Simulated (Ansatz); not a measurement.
Consider the formal loss of a carbene: `CC(C)CO` → `[CH2]` (triplet) + `CCCO`.

Isolated molecules relaxed with PBE0-D4/def2-TZVP in Ansatz; ΔE leaves out vibrations. CCSD(T)/CBS adds triple-zeta CCSD(T) − MP2 to the extrapolated MP2 energy (def2 sets, frozen cores). This one scheme is used for every species. DFT in def2-TZVPP. B3LYP here is the variant with VWN-RPA as its local correlation; programs differ in this. Triplets are unrestricted, without spin–orbit coupling. Each species was taken in one conformer, which may not be the lowest.

Task: Is it downhill or uphill in electronic energy at CCSD(T)/CBS, and by how much? (Estimate.)

Result: Ansatz gave: Uphill: ΔE = +442.4 kJ/mol.

Task: What do these levels give: PBE-D4, B3LYP-D4, ωB97X-V, B2PLYP, HF/def2-TZVPP, MP2/def2-TZVPP, SCS-MP2/def2-TZVPP, CCSD(T)/def2-TZVPP, MP2/def2-QZVPP, SCS-MP2/def2-QZVPP, MP2/CBS(def2), CCSD/CBS(def2)? (An estimate is asked.)

Result: Ansatz gave: PBE-D4 445.5, B3LYP-D4 431.3, ωB97X-V 451.6, B2PLYP 428.8, HF/def2-TZVPP 287.7, MP2/def2-TZVPP 445.7, SCS-MP2/def2-TZVPP 444.1, CCSD(T)/def2-TZVPP 431.7, MP2/def2-QZVPP 451.8, SCS-MP2/def2-QZVPP 451.5, MP2/CBS(def2) 456.4, CCSD/CBS(def2) 430.1 kJ/mol.

Largest T1 diagnostic among the species: 0.011.

The D4 term adds +13.1 kJ/mol with B3LYP and +7.1 kJ/mol with PBE0; it sums over pairs of atoms, weighted by their polarisabilities, and B3LYP, whose exchange is more repulsive, gets the larger term. From PBE to PBE0 (25 % exact exchange), in def2-TZVPP and without D4, ΔE moves by −6.9 kJ/mol. In def2-TZVPP, CCSD(T) changes the Hartree–Fock value by +144.1 kJ/mol (the triples alone add +12.3 kJ/mol) and MP2 by +158.1 kJ/mol.
